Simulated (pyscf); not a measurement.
## Four-centre exchange: `[F][W]([F])([F])[F]` [singlet] + `[ClH]` -> `[FH]` + `[F][W]([F])([F])[Cl]` [singlet]

Gas phase, singlet surface, charge 0. Bonds broken: F1–W2, Cl6–H7. Bonds formed: F1–H7, W2–Cl6. Optimised with ωB97X-D3(BJ)/def2-SVP in PySCF.

Transition state (Å):

```xyz
7

F      0.7120     0.3972     0.3241
W     -1.1633    -0.3229     0.0524
F     -0.4965    -1.8864    -0.6449
F     -1.8970     1.2918     0.5329
F     -2.4943    -1.2437     0.9574
Cl    -0.2017     0.8513    -1.9740
H      0.7441     0.8588    -0.8809
```

One imaginary mode, 571i cm⁻¹; descent along it reached the two sides named, in the forms told below.

| bond | change | reactant side (Å) | saddle | product side |
|---|---|---|---|---|
| F1–W2 | breaks | 1.852 | 2.027 | 2.281 |
| Cl6–H7 | breaks | 1.285 | 1.446 | 2.110 |
| F1–H7 | forms | 2.460 | 1.291 | 0.955 |
| W2–Cl6 | forms | 3.5 | 2.532 | 2.328 |

Electronic energies relative to the separated reactants (kcal/mol):

| level | barrier | reaction energy | reverse barrier |
|---|---|---|---|
| ωB97X-D3(BJ)/def2-TZVP | 6.1 | +2.2 | 3.9 |
| PBE/def2-TZVP | 8.7 | +6.0 | 2.7 |
| r²SCAN/def2-TZVP | 8.4 | +6.2 | 2.2 |
| B3LYP-D3(BJ)/def2-TZVP | 10.6 | +5.6 | 5.0 |
| PBE0-D3(BJ)/def2-TZVP | 8.1 | +3.8 | 4.3 |
| M06-2X/def2-TZVP | 9.1 | +3.9 | 5.2 |
| ωB97M-D3(BJ)/def2-TZVP | 11.0 | +6.4 | 4.6 |

With ωB97M-D3(BJ)/def2-TZVP energies and thermal terms (ideal gas, 1 atm, RRHO with modes under 100 cm⁻¹ raised to 100, one conformer, R ln 2 for chiral ones without a mode under 150 cm⁻¹), in kcal/mol:

| T (K) | ΔH‡ | ΔG‡ | ΔH | ΔG |
|---|---|---|---|---|
| 298 | 10.1 | 19.8 | +7.6 | +7.0 |
| 600 | 10.1 | 29.6 | +7.8 | +6.3 |
| 900 | 10.5 | 39.3 | +7.8 | +5.6 |
| 1200 | 10.9 | 48.8 | +7.7 | +4.9 |

On the product side the descent ends in an adduct with a F–W contact, 6.5 kcal/mol under the separated species and 10.4 kcal/mol under the saddle at ωB97X-D3(BJ)/def2-TZVP. What is counted as broken (F–W) persists as a longer contact in the product adduct; parting that adduct is a step of its own. The other spin state of F–W(F)(F)–Cl [singlet] is not in these data. This is the saddle that the search found; another between the same sides may lie lower. 2 of the closed-shell references are unstable towards spin polarisation; treat their single-reference values with care. Elements past Kr carry the def2 core potentials, without spin-orbit coupling.
